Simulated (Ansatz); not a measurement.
Geometry optimisation, UKS PBE-D4/def2-SVP in Ansatz.

Input:

```yaml
crystal:
  periodic: [false, false, false]
  atoms:
    - { symbol: Al, position_ang: [-1.190973, -0.481356, -0.876102] }
    - { symbol: H, position_ang: [0.610285, 1.468343, -1.823746] }
    - { symbol: H, position_ang: [-1.24015, -1.246663, -2.263736] }
    - { symbol: H, position_ang: [-2.331417, 0.429895, -0.227695] }
    - { symbol: H, position_ang: [0.72788, 0.937127, -1.369172] }
    - { symbol: O, position_ang: [0.313809, -0.749736, 0.100315] }
    - { symbol: C, position_ang: [0.686596, -0.207614, 1.343923] }
    - { symbol: H, position_ang: [-0.171196, -0.062168, 2.044118] }
    - { symbol: H, position_ang: [1.179849, 0.78883, 1.224943] }
    - { symbol: H, position_ang: [1.415415, -0.876661, 1.847153] }
magnetization:
  spin_polarized: true
basis:
  gaussian: { orbitals: def2-SVP }
hamiltonian:
  xc: pbe
  dispersion: d4
relax:
  f_tol: 0.03
  max_steps: 50
```

Launched with:

```bash
$ ansatz run input.yaml --threads 2 --pin off --max-ram 3072MiB --backend cpu --events-out ev --progress --plain --runs-dir out
```

Q: Where does it end, and by what steps?

A: The run converged. After 12 steps the energy has fallen by 0.210 eV; H2 moved furthest, 0.70 Å.

```
step  energy less start (eV)  largest force component (eV/Å)  accepted
   0                  0.0000                           1.981       yes
   1                 -0.1447                           0.854       yes
   2                 -0.1745                           0.388       yes
   3                 -0.1883                           0.185       yes
   4                 -0.1687                           0.836        no
   5                 -0.1976                           0.096       yes
   6                 -0.2039                           0.175       yes
   7                 -0.2058                           0.179       yes
   8                 -0.2068                           0.069       yes
   9                 -0.2089                           0.069       yes
  10                 -0.2100                           0.032       yes
  11                 -0.2101                           0.058       yes
  12                 -0.2103                           0.022       yes
```

```xyz
10
Properties=species:S:1:pos:R:3
Al -0.973 -0.458 -0.872
H -0.053 1.540 -2.029
H -0.946 -1.275 -2.235
H -2.182 0.465 -0.373
H 0.508 1.235 -1.594
O 0.362 -0.746 0.180
C 0.731 -0.286 1.452
H -0.064 0.318 1.953
H 1.646 0.350 1.395
H 0.972 -1.143 2.122
```

Time of the run: 17 s on 2 threads of INTEL(R) XEON(R) PLATINUM 8581C CPU @ 2.10GHz (Emerald Rapids) (shared host), peak memory 0.17 GiB.
